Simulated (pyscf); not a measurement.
NH₃ (SMILES N) + HN=SiH₂ (SMILES N=[SiH2]) -> H₂N–SiH₂–NH₂ (SMILES N[SiH2]N), an addition across a multiple bond or ene-type step (singlet surface; H–N broken, N–Si, H–N formed). Optimised with ωB97X-D3(BJ)/def2-SVP in PySCF. Correlated levels are frozen-core, on RHF or UHF. ΔMP2 is the change of the MP2 total energy from the triple- to the quadruple-zeta basis. Energies in kcal/mol from the separated reactants.

AM1 to PM7: differences of heats of formation from MOPAC. 

Problem. Quick PM7 single points give ΔE‡ = 6.5 kcal/mol and ΔE = -54.8 kcal/mol. What does CCSD(T)/def2-TZVPP + ΔMP2(QZVPP) give, and how far is the quick result from it?

Solution. CCSD(T)/def2-TZVPP + ΔMP2(QZVPP) gives ΔE‡ = -13.5 kcal/mol and ΔE = -66.5 kcal/mol. PM7 lies 20.0 kcal/mol over it in the barrier and 11.7 kcal/mol over it in the reaction energy, so on this step it does not hold to within 3.0 kcal/mol. CCSD(T)/def2-TZVPP + ΔMP2(QZVPP) has limits of its own. On the reactant side the descent ends in an adduct with a N–Si contact, 22.5 kcal/mol under the separated species and 5.3 kcal/mol under the saddle at ωB97X-D3(BJ)/def2-TZVP. At CCSD(T) the saddle lies under the separated reactants, which points to a path from their complex (located at ωB97X-D3(BJ) alone). What is counted as formed (N–Si) is already present as a longer contact in the reactant adduct; forming that adduct is a step of its own. At ωB97X-D3(BJ) the barrier from the zero used here is -17.1 kcal/mol. HN=SiH₂ lies 18.2 kcal/mol over its isomer H₂N–SiH: [singlet] (electronic energy, ωB97M-D3(BJ)). This is the saddle that the search found; another between the same sides may lie lower. The CCSD(T) − MP2 part came from Ansatz, without density fitting, on the same reference.
